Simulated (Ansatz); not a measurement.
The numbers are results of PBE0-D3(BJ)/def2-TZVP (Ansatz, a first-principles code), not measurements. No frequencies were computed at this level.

Ansatz 0.2 input:
```yaml
crystal:
  periodic: [false, false, false]
  atoms:
    - { symbol: C, position_ang: [-0.824788, 0.299134, -0.274025] }
    - { symbol: C, position_ang: [0.331357, -0.520433, 0.289397] }
    - { symbol: O, position_ang: [1.456696, 0.266919, 0.601608] }
    - { symbol: H, position_ang: [-1.686955, -0.340017, -0.44252] }
    - { symbol: H, position_ang: [-0.541954, 0.758127, -1.220595] }
    - { symbol: H, position_ang: [-1.099967, 1.085674, 0.424574] }
    - { symbol: H, position_ang: [0.606816, -1.313454, -0.422338] }
    - { symbol: H, position_ang: [0.039102, -0.990422, 1.231162] }
    - { symbol: H, position_ang: [1.719694, 0.754473, -0.187262] }
basis:
  gaussian: { orbitals: def2-tzvp }
hamiltonian:
  xc: pbe0
  dispersion: d3bj
relax:
  max_steps: 150
```

Output:

```
Functional definition: PBE0
775 factors; their error is unknown
mean field evaluation 1: about -4208.7826 eV, gradient 5.8e1 eV
mean field evaluation 2: about -4205.4354 eV, gradient 7.1e1 eV
mean field evaluation 4: about -4215.5969 eV, gradient 3.3e0 eV
mean field evaluation 8: about -4215.6172 eV, gradient 3.6e-2 eV
mean field evaluation 16: about -4215.6073 eV, gradient 1.2e-5 eV
mean field -4215.60726191 eV, -154.9207094338 hartree, gradient 1.2e-5 eV, S^2 0.000000; 0 other end points of the search recorded, 0 dependent functions left out
reference -4215.60728831 eV, -154.9207104043 hartree; 13, 13 occupied and 116, 116 virtual orbitals, 775 factors
relax step   1: F+E_penalty+E_count = -4215.70333036 eV  Δ(F+E_penalty+E_count) = +0.000e0 eV  max|allowed force component| = 4.358e-1 eV/Å  Δτ_max = 0.0000 Å  (26 SCF iters, accepted)
these checks for a lower state are left out or cut short: starts, cluster_reference, orbital_swaps, neighbouring_geometries, increment
775 factors; their error is unknown
mean field -4215.61272489 eV, -154.9209101949 hartree, gradient 9.2e-6 eV, S^2 0.000000; 0 other end points of the search recorded, 0 dependent functions left out
reference -4215.61275133 eV, -154.9209111665 hartree; 13, 13 occupied and 116, 116 virtual orbitals, 775 factors
relax step   2: F+E_penalty+E_count = -4215.70873978 eV  Δ(F+E_penalty+E_count) = -5.409e-3 eV  max|allowed force component| = 2.134e-1 eV/Å  Δτ_max = 0.0083 Å  (31 SCF iters, accepted)
these checks for a lower state are left out or cut short: starts, cluster_reference, orbital_swaps, neighbouring_geometries, increment
775 factors; their error is unknown
mean field -4215.61374747 eV, -154.9209477738 hartree, gradient 9.3e-6 eV, S^2 0.000000; 0 other end points of the search recorded, 0 dependent functions left out
reference -4215.61377391 eV, -154.9209487454 hartree; 13, 13 occupied and 116, 116 virtual orbitals, 775 factors
relax step   3: F+E_penalty+E_count = -4215.70977241 eV  Δ(F+E_penalty+E_count) = -1.033e-3 eV  max|allowed force component| = 2.244e-2 eV/Å  Δτ_max = 0.0074 Å  (31 SCF iters, accepted)
these checks for a lower state are left out or cut short: starts, cluster_reference, orbital_swaps, neighbouring_geometries, increment
775 factors; their error is unknown
mean field evaluation 32: about -4215.6241 eV, gradient 5.0e-1 eV
mean field -4215.61382432 eV, -154.9209505979 hartree, gradient 9.3e-6 eV, S^2 0.000000; 0 other end points of the search recorded, 0 dependent functions left out
reference -4215.61385075 eV, -154.9209515693 hartree; 13, 13 occupied and 116, 116 virtual orbitals, 775 factors
relax step   4: F+E_penalty+E_count = -4215.70983096 eV  Δ(F+E_penalty+E_count) = -5.856e-5 eV  max|allowed force component| = 1.436e-2 eV/Å  Δτ_max = 0.0046 Å  (31 SCF iters, accepted)
these checks for a lower state are left out or cut short: starts, cluster_reference, orbital_swaps, neighbouring_geometries, increment
775 factors; their error is unknown
mean field -4215.61385794 eV, -154.9209518337 hartree, gradient 9.3e-6 eV, S^2 0.000000; 0 other end points of the search recorded, 0 dependent functions left out
reference -4215.61388437 eV, -154.9209528050 hartree; 13, 13 occupied and 116, 116 virtual orbitals, 775 factors
relax step   5: F+E_penalty+E_count = -4215.70985561 eV  Δ(F+E_penalty+E_count) = -2.465e-5 eV  max|allowed force component| = 9.967e-3 eV/Å  Δτ_max = 0.0048 Å  (31 SCF iters, accepted)
775 factors; their error is unknown
mean field evaluation 64: about -4215.6139 eV, gradient 1.3e-3 eV
mean field -4215.61385794 eV, -154.9209518337 hartree, gradient 9.3e-6 eV, S^2 0.000000; 1 other end points of the search recorded, 0 dependent functions left out
reference -4215.61388437 eV, -154.9209528050 hartree; 13, 13 occupied and 116, 116 virtual orbitals, 775 factors
Total energy: -4215.70988204 eV, -154.9244806542 hartree
Atom 0 at    -0.820150     0.295241    -0.268399 Å, force    -0.009967     0.000940    -0.006111 eV/Å
Atom 1 at     0.331647    -0.513113     0.287383 Å, force    -0.001862    -0.003714    -0.000201 eV/Å
Atom 2 at     1.457054     0.280529     0.603344 Å, force     0.004032    -0.001032     0.008889 eV/Å
Atom 3 at    -1.688930    -0.342140    -0.453389 Å, force     0.002727     0.000047     0.001190 eV/Å
Atom 4 at    -0.548108     0.765667    -1.218610 Å, force     0.001401     0.000387     0.001856 eV/Å
Atom 5 at    -1.110175     1.082257     0.430845 Å, force     0.001773    -0.000848     0.000088 eV/Å
Atom 6 at     0.603910    -1.315719    -0.412742 Å, force     0.001141     0.005403     0.001023 eV/Å
Atom 7 at     0.039826    -0.991789     1.225103 Å, force     0.001548     0.000458    -0.000156 eV/Å
Atom 8 at     1.734927     0.739067    -0.193533 Å, force    -0.000792    -0.001640    -0.006578 eV/Å
Dipole moment:    -0.160821    -0.007881    -0.309653 e Å
```

Cost: about 10 core-seconds (a rough figure).
